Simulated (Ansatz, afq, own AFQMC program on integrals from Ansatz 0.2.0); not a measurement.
# AlSiH, triplet in 6-31G, levels against full CI

```xyz
3

Si    0.0000   -0.0866    2.8051
Al    0.0000   -0.0284   -2.9483
H     0.0000    3.1718    0.7592
```

Connectivity, by distances: Si ··· Al ··· H.

Basis 6-31G. Noble-gas cores (and the filled d shells of Ga–Kr and In–Xe) are frozen. Integrals, coupled cluster, full CI and functionals: Ansatz 0.2.0; the random walks run on the same integrals in our own AFQMC program. ph-AFQMC/CISD is guided by a CISD state made of CCSD amplitudes; releasing the constraint for a short imaginary time cuts its bias at the price of noise, slowly where states lie close. Uncertainties: one standard error, sampling alone.

Determinant: UHF, the one that the program's search chose, which needn't be the lowest solution. The geometry is a point of a scan.

Full CI on the same integrals is exact in this basis and with this determinant's frozen core.

Cautions: lower spins were not checked; unrestricted determinant spin contaminated (⟨S²⟩ 2.99 against 2.00); the next higher spin lies close (full CI puts it 61 meV above).

The T1 diagnostic is 0.0182, the weight of the determinant in the CISD state is 0.900 and the ⟨S²⟩ of the determinant is 2.989. The size of the correlated space is 8 electrons in 18 orbitals.

| level | correlation energy (eV) |
| --- | --- |
| MP2 | -0.8675 |
| CCSD | -1.4555 |
| CCSD(T) | -1.4647 |

Problem. Estimate where phaseless AFQMC with the Hartree–Fock trial lies against CCSD(T) on the same integrals.

Solution. 0.15 ± 0.45 mEh below CCSD(T). The gap is under twice the noise, so this walk alone can't tell the two apart.

Reference: full CI, correlation energy -1.496 eV. The released energy is read at 2.40 1/Eh (meV from the phaseless value at times in 1/Eh: -3.3 ± 1.7 at 0.24, -4.9 ± 1.7 at 0.51, -6.7 ± 1.3 at 0.99, -8.6 ± 1.4 at 1.62, -10.1 ± 1.5 at 2.40). The cautions show a poor starting determinant, so the rows tell how each method copes with it here, and full CI is the sure value.

```csv
level,E − E(reference) (mEh),share of correlation (%)
CCSD(T),1.13,97.94
CCSDT,0.34,99.39
CCSDT(Q),0.21,99.62
CCSDTQ,0.03,99.94
ph-AFQMC/HF,0.98 ± 0.45,98.21
ph-AFQMC/CISD,0.78 ± 0.05,98.58
released AFQMC,0.41 ± 0.05,99.25
```

CCSDT and higher add their correlation energy to the determinant of the CCSD(T) run, since their own runs factorise the integrals more tightly (a shift of under 2 meV). A walk keeps the symmetry of its determinant, which the program's search chose and which needn't be the lowest solution, so a lower state of the same spin and another symmetry isn't excluded. Released energies are given only where the last usable release times agree within the noise; a slower fall can still hide under it.
